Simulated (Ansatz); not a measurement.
A made-up structure of BSiH$_{3}$Cl (charge +1), singlet:

| atom | x (Å) | y (Å) | z (Å) |
| --- | --- | --- | --- |
| B1 | -0.0412 | -0.0408 | -1.1256 |
| Si2 | -0.0473 | -0.1194 | 0.8814 |
| Cl3 | 0.7585 | 1.3760 | 1.8702 |
| H4 | -0.9657 | 0.4763 | -1.6662 |
| H5 | 0.8929 | -0.5020 | -1.6992 |
| H6 | 1.2836 | 2.4425 | 2.4668 |

It is relaxed with PBE-D4/def2-SVP and then PBE0-D4/def2-TZVP (Ansatz 0.2.0). Atoms count as bonded within 1.22 times the sum of their covalent radii (H–H: 0.88 Å). The end point is not checked to be a true minimum.

(1) Does its bonding change? (Judge from chemistry; the calculation decides.)

## Answers

(1) Computed: No: no bond forms or breaks.

Where it ends: The first stage lowers the energy by 1.99 eV in 14 steps. It ends as BSiH₃Cl ([BH2][Si][ClH]), total charge +1:
B1  (0.074, 0.170, -0.747)
Si2  (-0.337, -0.698, 1.035)
Cl3  (0.661, 1.217, 1.941)
H4  (-0.711, 0.928, -1.237)
H5  (1.132, -0.016, -1.271)
H6  (1.060, 2.031, 1.006)
(Å)

Labels in which every atom is bracketed show which atoms are joined, not bond orders.

For scale, one of the runs: PBE0-D4/def2-TZVP relaxation, 123 basis functions, launched by `ansatz run in.yaml --threads 2 --pin off --events-out ev --progress --plain --max-ram 4352MiB`. Hardware: 2 CPU threads of an Arm Neoverse V2, shared host. Wall time about 17 s.
